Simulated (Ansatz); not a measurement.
**CH8Si2 (SMILES [SiH3]C[SiH3]): levels of theory compared**

Wanted: a comparison of 3 runs (HF/3-21G, B3LYP/STO-3G, B3LYP/6-31G*) of CH8Si2. 

The calculation is run with Ansatz 0.2.0.

8 further runs of the same task are left out: 1 that didn't finish, 7 set aside as unsound or not needed. Runs told in other sessions of the task aren't counted.

## (1) The molecule

The species is CH8Si2 (11 atoms), meant as a singlet with charge 0. As SMILES, `[SiH3]C[SiH3]`. The coordinates come from a PBE0-D4/def2-TZVP relaxation.

Bond lengths: Si1–C2 1.872 Å, C2–Si3 1.872 Å, Si1–H4 1.488 Å, Si1–H5 1.487 Å, Si1–H6 1.487 Å, C2–H7 1.095 Å, C2–H8 1.095 Å, Si3–H9 1.487 Å, Si3–H10 1.487 Å, Si3–H11 1.488 Å. Some angles: Si1–C2–Si3 114.4°, Si1–C2–H7 108.8°, Si1–C2–H8 108.8°, Si3–C2–H7 108.8°, Si3–C2–H8 108.8°, C2–Si1–H4 111.1°, C2–Si1–H5 110.2°, C2–Si1–H6 110.2°, C2–Si3–H9 110.2°, C2–Si3–H10 110.2°.

## (2) Energy and gradient at HF/3-21G (run 1)

input.yaml reads:

```yaml
crystal:
  periodic: [false, false, false]
  atoms:
    - {symbol: Si, position_ang: [-1.158980, 1.034720, -0.344660]}
    - {symbol: C, position_ang: [-0.286340, -0.621440, -0.365590]}
    - {symbol: Si, position_ang: [1.335180, -0.652340, 0.569590]}
    - {symbol: H, position_ang: [-2.435800, 0.976800, -1.106490]}
    - {symbol: H, position_ang: [-0.293510, 2.078920, -0.955560]}
    - {symbol: H, position_ang: [-1.463790, 1.436810, 1.054620]}
    - {symbol: H, position_ang: [-0.954100, -1.377620, 0.060730]}
    - {symbol: H, position_ang: [-0.099440, -0.908830, -1.405770]}
    - {symbol: H, position_ang: [1.110650, -0.304370, 1.998260]}
    - {symbol: H, position_ang: [2.282060, 0.336720, -0.011600]}
    - {symbol: H, position_ang: [1.964060, -1.999380, 0.506460]}
basis:
  gaussian: {orbitals: 3-21G.json}
hamiltonian: {xc: hf}
accuracy: high
output: {forces: true, orbitals: {seedname: orbitals}}
```

The basis set 3-21G is read from a file made from the Basis Set Exchange's data (not shown).

Started as:

```bash
ansatz run input.yaml --threads 1 --pin off --max-ram 3480MiB --events-out events.jsonl --progress --plain --runs-dir runs
```

Log:

```text
Warning: RAYON_NUM_THREADS=1 ignored (pool sized by the plan → 1); use --threads N
Functional definition: HF
  name "HF"
  exchange = exact_x
  correlation = 0
1244 factors; integrals over basis functions are off by at most 4.6e-9 eV
mean field evaluation 1: about -16790.1540 eV, gradient 1.8e1 eV
mean field evaluation 2: about -16790.4585 eV, gradient 1.8e1 eV
mean field evaluation 4: about -16791.5169 eV, gradient 2.0e0 eV
mean field evaluation 8: about -16791.5294 eV, gradient 8.0e-5 eV
mean field -16791.52936024 eV, -617.0773222813 hartree, gradient 1.6e-8 eV, S^2 0.000000; 0 other end points of the search recorded, 0 dependent functions left out
the calculation of the forces begins
reference -16791.52936024 eV, -617.0773222813 hartree; 21, 21 occupied and 30, 30 virtual orbitals, 1244 factors
Total energy: -16791.52936024 eV, -617.0773222813 hartree
Atom 0 at    -1.158980     1.034720    -0.344660 Å, force    -0.525987     0.647225    -0.099715 eV/Å
Atom 1 at    -0.286340    -0.621440    -0.365590 Å, force    -0.360197    -0.782435    -0.460586 eV/Å
Atom 2 at     1.335180    -0.652340     0.569590 Å, force     0.730571    -0.202686     0.360954 eV/Å
Atom 3 at    -2.435800     0.976800    -1.106490 Å, force    -0.039505     0.032390    -0.012722 eV/Å
Atom 4 at    -0.293510     2.078920    -0.955560 Å, force     0.020772     0.066751    -0.006597 eV/Å
Atom 5 at    -1.463790     1.436810     1.054620 Å, force    -0.011705     0.049120     0.049003 eV/Å
Atom 6 at    -0.954100    -1.377620     0.060730 Å, force     0.156012     0.139074    -0.168923 eV/Å
Atom 7 at    -0.099440    -0.908830    -1.405770 Å, force    -0.090119     0.004327     0.253816 eV/Å
Atom 8 at     1.110650    -0.304370     1.998260 Å, force     0.022195     0.026164     0.061268 eV/Å
Atom 9 at     2.282060     0.336720    -0.011600 Å, force     0.054402     0.043914     0.005787 eV/Å
Atom 10 at     1.964060    -1.999380     0.506460 Å, force     0.043561    -0.023843     0.017715 eV/Å
Dipole moment:    -0.060467    -0.131254    -0.077208 e Å
```

It took 1.2 s on 1 thread of Arm Neoverse V1, shared host.

## (3) Energy and gradient at B3LYP/STO-3G (run 2)

Edit input.yaml of step 2 so:

```diff
@@ -1 +1,3 @@
+basis:
+  gaussian: {orbitals: STO-3G}
 crystal:
@@ -14,5 +16,3 @@
     - {symbol: H, position_ang: [1.964060, -1.999380, 0.506460]}
-basis:
-  gaussian: {orbitals: 3-21G.json}
-hamiltonian: {xc: hf}
+hamiltonian: {xc: {name: B3LYP}}
 accuracy: high
```

Started as:

```bash
ansatz run input.yaml --threads 1 --pin off --max-ram 3480MiB --events-out events.jsonl --progress --plain --runs-dir runs
```

Log:

```text
Warning: RAYON_NUM_THREADS=1 ignored (pool sized by the plan → 1); use --threads N
Functional definition: B3LYP
  name "B3LYP"
  parameter a0 = 0.2
  parameter ax = 0.72
  parameter ac = 0.81
  exchange = (1 - a0 - ax)*slater_x + ax*b88_x + a0*exact_x
  correlation = (1 - ac)*vwn_rpa_c + ac*lyp_c
617 factors; integrals over basis functions are off by at most 1.6e-8 eV
mean field evaluation 1: about -16726.7278 eV, gradient 2.0e1 eV
mean field evaluation 2: about -16727.3920 eV, gradient 1.5e1 eV
mean field evaluation 4: about -16728.1024 eV, gradient 2.5e-1 eV
mean field evaluation 8: about -16728.0044 eV, gradient 2.0e-3 eV
mean field evaluation 16: about -16728.0044 eV, gradient 2.9e-9 eV
mean field -16728.00435269 eV, -614.7428213126 hartree, gradient 3.4e-9 eV, S^2 0.000000; 0 other end points of the search recorded, 0 dependent functions left out
the calculation of the forces begins
reference -16728.00438776 eV, -614.7428226016 hartree; 21, 21 occupied and 10, 10 virtual orbitals, 617 factors
Total energy: -16728.00438776 eV, -614.7428226016 hartree
Atom 0 at    -1.158980     1.034720    -0.344660 Å, force    -0.556769     1.080583     0.020860 eV/Å
Atom 1 at    -0.286340    -0.621440    -0.365590 Å, force     0.026948     0.057671     0.033543 eV/Å
Atom 2 at     1.335180    -0.652340     0.569590 Å, force     1.051182    -0.006979     0.610334 eV/Å
Atom 3 at    -2.435800     0.976800    -1.106490 Å, force     0.864446     0.030591     0.512968 eV/Å
Atom 4 at    -0.293510     2.078920    -0.955560 Å, force    -0.599007    -0.700627     0.417768 eV/Å
Atom 5 at    -1.463790     1.436810     1.054620 Å, force     0.201052    -0.261463    -0.956622 eV/Å
Atom 6 at    -0.954100    -1.377620     0.060730 Å, force    -0.055817    -0.102386    -0.036597 eV/Å
Atom 7 at    -0.099440    -0.908830    -1.405770 Å, force    -0.032804    -0.089471    -0.075637 eV/Å
Atom 8 at     1.110650    -0.304370     1.998260 Å, force     0.166810    -0.238466    -0.969321 eV/Å
Atom 9 at     2.282060     0.336720    -0.011600 Å, force    -0.634301    -0.676798     0.404988 eV/Å
Atom 10 at     1.964060    -1.999380     0.506460 Å, force    -0.431740     0.907345     0.037717 eV/Å
Dipole moment:    -0.028560    -0.062002    -0.036476 e Å
```

Run time: 4.5 s. Hardware: 1 thread of Arm Neoverse V1, shared host.

## (4) Energy and gradient at B3LYP/6-31G(d) (spherical functions) (run 3)

in.yaml reads:

```yaml
crystal:
  periodic: [false, false, false]
  atoms:
    - {symbol: Si, position_ang: [-1.158980, 1.034720, -0.344660]}
    - {symbol: C, position_ang: [-0.286340, -0.621440, -0.365590]}
    - {symbol: Si, position_ang: [1.335180, -0.652340, 0.569590]}
    - {symbol: H, position_ang: [-2.435800, 0.976800, -1.106490]}
    - {symbol: H, position_ang: [-0.293510, 2.078920, -0.955560]}
    - {symbol: H, position_ang: [-1.463790, 1.436810, 1.054620]}
    - {symbol: H, position_ang: [-0.954100, -1.377620, 0.060730]}
    - {symbol: H, position_ang: [-0.099440, -0.908830, -1.405770]}
    - {symbol: H, position_ang: [1.110650, -0.304370, 1.998260]}
    - {symbol: H, position_ang: [2.282060, 0.336720, -0.011600]}
    - {symbol: H, position_ang: [1.964060, -1.999380, 0.506460]}
basis:
  gaussian: {orbitals: 6-31G_st_-spherical.json}
hamiltonian: {xc: {name: B3LYP}}
accuracy: high
output: {forces: true, orbitals: {seedname: orbitals}}
```

The basis set 6-31G* is read from a file made from the Basis Set Exchange's data (not shown).

Started as:

```bash
ansatz run in.yaml --threads 1 --pin off --max-ram 3480MiB --events-out events.jsonl --progress --plain --runs-dir runs
```

Log:

```text
Warning: RAYON_NUM_THREADS=1 ignored (pool sized by the plan → 1); use --threads N
[... 7 set-up lines as earlier in the session ...]
1596 factors; integrals over basis functions are off by at most 3.6e-9 eV
mean field evaluation 1: about -16918.2718 eV, gradient 4.2e1 eV
mean field evaluation 2: about -16914.9748 eV, gradient 5.2e1 eV
mean field evaluation 4: about -16922.5966 eV, gradient 3.8e-1 eV
mean field evaluation 8: about -16922.7803 eV, gradient 6.0e-2 eV
mean field evaluation 16: about -16922.7803 eV, gradient 3.3e-6 eV
mean field -16922.78033458 eV, -621.9007066234 hartree, gradient 7.5e-8 eV, S^2 0.000000; 0 other end points of the search recorded, 0 dependent functions left out
the calculation of the forces begins
reference -16922.78038048 eV, -621.9007083101 hartree; 21, 21 occupied and 45, 45 virtual orbitals, 1596 factors
Total energy: -16922.78038048 eV, -621.9007083101 hartree
Atom 0 at    -1.158980     1.034720    -0.344660 Å, force    -0.133430     0.229299    -0.004552 eV/Å
Atom 1 at    -0.286340    -0.621440    -0.365590 Å, force    -0.063032    -0.137504    -0.081285 eV/Å
Atom 2 at     1.335180    -0.652340     0.569590 Å, force     0.230987    -0.017130     0.129090 eV/Å
Atom 3 at    -2.435800     0.976800    -1.106490 Å, force    -0.030247     0.020332    -0.011183 eV/Å
Atom 4 at    -0.293510     2.078920    -0.955560 Å, force    -0.007061     0.033394    -0.010110 eV/Å
Atom 5 at    -1.463790     1.436810     1.054620 Å, force    -0.020657     0.026094     0.013091 eV/Å
Atom 6 at    -0.954100    -1.377620     0.060730 Å, force    -0.059781    -0.083806     0.008468 eV/Å
Atom 7 at    -0.099440    -0.908830    -1.405770 Å, force    -0.003275    -0.052618    -0.088165 eV/Å
Atom 8 at     1.110650    -0.304370     1.998260 Å, force     0.021461    -0.002424     0.028377 eV/Å
Atom 9 at     2.282060     0.336720    -0.011600 Å, force     0.034805     0.004987     0.005295 eV/Å
Atom 10 at     1.964060    -1.999380     0.506460 Å, force     0.030230    -0.020624     0.010973 eV/Å
Dipole moment:    -0.067389    -0.146273    -0.086039 e Å
```

Run time: 9.6 s. Hardware: 1 thread of Arm Neoverse V1, shared host.

## (5) All runs side by side

```tsv
run	level	energy (Eh)	dipole moment (D)	HOMO energy (eV)	LUMO energy (eV)	wall time
1	HF/3-21G	-617.077322	0.79	-11.73	4.23	1.2 s
2	B3LYP/STO-3G	-614.742823	0.37	-6.56	7.50	4.5 s
3	B3LYP/6-31G* (spherical functions)	-621.900708	0.88	-8.45	0.58	9.6 s
```

## (6) Summary of results

```
                       quantity          value
            run 3: total energy  -621.90071 Eh
           run 3: dipole moment         0.88 D
             run 3: HOMO energy       -8.45 eV
             run 3: LUMO energy        0.58 eV
           run 3: HOMO–LUMO gap        9.04 eV
run 3: largest force on an atom     0.265 eV/Å
```

**Reading.** The dipole moment (its size) runs from 0.37 D (B3LYP/STO-3G) to 0.88 D (B3LYP/6-31G*). The HOMO–LUMO gap runs from 9.04 eV (B3LYP/6-31G*) to 15.96 eV (HF/3-21G). The two ends differ in method and basis. In run 2 the basis is minimal, so the values are rough. All runs together took 15 s, the longest 9.6 s.
